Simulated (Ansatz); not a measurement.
Lattice constant a (Å) along a series of related solids, from HSE06 in Ansatz (plane waves, PAW).

| solid | HSE06 | measured |
|---|---|---|
| bcc Nb | 3.296 | 3.294 |
| bcc Mo | 3.136 | 3.141 |
| fcc Rh | 3.779 | 3.794 |
| fcc Pd | 3.909 | 3.876 |
| fcc Ag | 4.140 | 4.062 |

HSE06 less measured, from the printed values: bcc Nb +0.06 %, bcc Mo -0.16 %, fcc Rh -0.40 %, fcc Pd +0.85 %, fcc Ag +1.92 %.

Members of the series are missing where a level wasn't run or failed, where a doubt is noted on the run or the magnetic state, for phases of high temperature or layered ones, and where values are held back for tests.

Ansatz's runs of these crystals have no spin polarisation. A magnetic state wasn't tried for fcc Rh, fcc Pd with meta-GGA or hybrid levels, which favour moments.

Ansatz's density-functional and Hartree–Fock values are scalar-relativistic unless marked +SOC, with PAW data made under PBE.

Measured values are for low temperature or corrected to a static lattice. References as tabulated in Mejia-Rodriguez and Trickey (2018), arXiv:1807.09216.

Ansatz is an electronic-structure program.
